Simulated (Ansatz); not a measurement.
**CH2NO+ (SMILES [NH2+]=C=O): single points off equilibrium**

How do the functionals fare away from a minimum? The structure is a structure displaced at random from a GFN2-xTB minimum.

The runs use Ansatz 0.2.0, Gaussian basis; single points in def2-TZVPP.

Correlated methods freeze the cores.

## Step 1: The starting structure

SMILES `[NH2+]=C=O`, 5 atoms, charge 1, spin multiplicity 1.

Atoms are counted from 1 here; the program's logs count them from 0.

Bond lengths: N1–C2 1.254 Å, N1–H4 1.018 Å, N1–H5 1.006 Å, C2–O3 1.100 Å. Angles: C2–N1–H4 123.4°, C2–N1–H5 121.2°, H4–N1–H5 115.4°, N1–C2–O3 179.3°.

Geometry (Å):

```xyz
5
charge 1, multiplicity 1
N    -0.3263    0.3747   -0.0896
C     0.4714   -0.5620    0.1514
O     1.1819   -1.3751    0.3639
H    -1.3367    0.2541   -0.1318
H     0.0030    1.3108   -0.2531
```

## Step 2: CCSD(T)/def2-TZVPP

The input, run/in.yaml:

```yaml
crystal:
  periodic: [false, false, false]
  atoms:
    - {symbol: N, position_ang: [-0.326300, 0.374700, -0.089600]}
    - {symbol: C, position_ang: [0.471400, -0.562000, 0.151400]}
    - {symbol: O, position_ang: [1.181900, -1.375100, 0.363900]}
    - {symbol: H, position_ang: [-1.336700, 0.254100, -0.131800]}
    - {symbol: H, position_ang: [0.003000, 1.310800, -0.253100]}
basis:
  gaussian: {orbitals: def2-TZVPP}
total_charge: 1
correlation: {method: ccsd_t}
output: {forces: true}
```

The command line of these runs was not kept.

## Step 3: PBE0-D4/def2-TZVPP

run/in.yaml, as its differences from that of step 2:

```diff
@@ -11,3 +11,3 @@
 total_charge: 1
-correlation: {method: ccsd_t}
-output: {forces: true}
+hamiltonian: {xc: pbe0, dispersion: d4}
+output: {forces: true, orbitals: {seedname: orbitals}}
```

## Step 4: wB97M-V/def2-TZVPP

run/in.yaml, as its differences from that of step 3:

```diff
@@ -11,3 +11,3 @@
 total_charge: 1
-hamiltonian: {xc: pbe0, dispersion: d4}
-output: {forces: true, orbitals: {seedname: orbitals}}
+hamiltonian: {xc: {name: wB97M-V}}
+output: {forces: true}
```

## Step 5: r2SCAN-D4/def2-TZVPP

run/in.yaml, as its differences from that of step 4:

```diff
@@ -11,3 +11,3 @@
 total_charge: 1
-hamiltonian: {xc: {name: wB97M-V}}
+hamiltonian: {xc: r2scan, dispersion: d4}
 output: {forces: true}
```

## Step 6: PBE-D4/def2-TZVPP

run/in.yaml, as its differences from that of step 5:

```diff
@@ -11,3 +11,3 @@
 total_charge: 1
-hamiltonian: {xc: r2scan, dispersion: d4}
+hamiltonian: {xc: pbe, dispersion: d4}
 output: {forces: true}
```

## Step 7: LC-wPBE/def2-TZVPP

run/in.yaml, as its differences from that of step 6:

```diff
@@ -11,3 +11,3 @@
 total_charge: 1
-hamiltonian: {xc: pbe, dispersion: d4}
+hamiltonian: {xc: {name: LC-wPBE}}
 output: {forces: true}
```

## Step 8: r2SCAN0-D4/def2-TZVPP

run/in.yaml, as its differences from that of step 7:

```diff
@@ -11,3 +11,3 @@
 total_charge: 1
-hamiltonian: {xc: {name: LC-wPBE}}
+hamiltonian: {xc: {name: r2SCAN0}, dispersion: d4}
 output: {forces: true}
```

(Steps that only read results are left out.)

Q: Predict the outcome of this session. Wanted: energy less free atoms, CCSD(T)/def2-TZVPP; RMS force component; RMS force error; HOMO and LUMO, PBE0-D4; T1 diagnostic.

**Answer**, as computed:

```
                                  quantity                                                                                              value
energy less free atoms, CCSD(T)/def2-TZVPP                                                                                         -12.267 eV
                       RMS force component                                                               0.867 to 1.662 eV/Å over the methods
                           RMS force error  PBE0-D4 0.393, wB97M-V 0.374, r2SCAN-D4 0.272, PBE-D4 0.378, LC-wPBE 0.469, r2SCAN0-D4 0.594 eV/Å
                    HOMO and LUMO, PBE0-D4                                                                                -17.27 and -8.32 eV
                             T1 diagnostic                                                                                              0.015
```

**Reading.** Against CCSD(T) the functionals' energies less atoms differ by -1.888 to -0.069 eV, PBE-D4 by -1.888 eV. The reference is not at the basis limit: in triple zeta CCSD(T) underbinds, which counts against methods that bind more; the gaps are no ranking. The forces of r2SCAN-D4 come nearest to CCSD(T), those of r2SCAN0-D4 are farthest. Frozen-core CCSD(T) forces in triple zeta carry basis errors of their own, and this is one geometry, so small gaps rank nothing.
